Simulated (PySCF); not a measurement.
NMR data simulated for an unnamed compound:

1H NMR (600 MHz, computed): δ 6.00 (m, 4H), 2.89 (m, 4H).

13C{1H} NMR (computed): δ 133.9 (CH), 31.2 (CH2).

Averaged over atoms made equivalent by symmetry, fast rotation or ring inversion, one computed conformer, relativity neglected, isolated molecule. Geometry from PBE0-D3(BJ)/def2-TZVP; NMR shieldings at B97-2/pcSseg-2/GIAO; PySCF 2.14.0 with density-fitted response routines.

Scale: 1H and 13C vs TMS (reference shieldings calculated alike).

Q: Which of these does the molecule contain: an amide, an OH group, a non-aromatic C=C double bond, a tert-butyl group?

A: 
- An amide: no.
- An OH group: no.
- A non-aromatic C=C double bond: yes.
- A tert-butyl group: no.

The data belong to 1,4-cyclohexadiene, C$_{6}$H$_{8}$; they needn't prove each group on their own.

Carbon signals by region: 1 in the sp2 and nitrile region (100–160 ppm), 1 below 50 ppm.

Shifts are as computed. Against solution values, carbons near 30 ppm lie about +3 ppm off and those near 130 ppm about +7 ppm. Of 1211 compounds with measured shifts, 218 miss one by over three times the rms of a fit or turn the order of signals round; such compounds aren't used in these exercises. No couplings were computed; multiplicities are counted from neighbouring protons, with m where these are inequivalent, close in shift, in a saturated or five-membered ring or joined by F or P, and br s for small geminal =CH2 splittings.
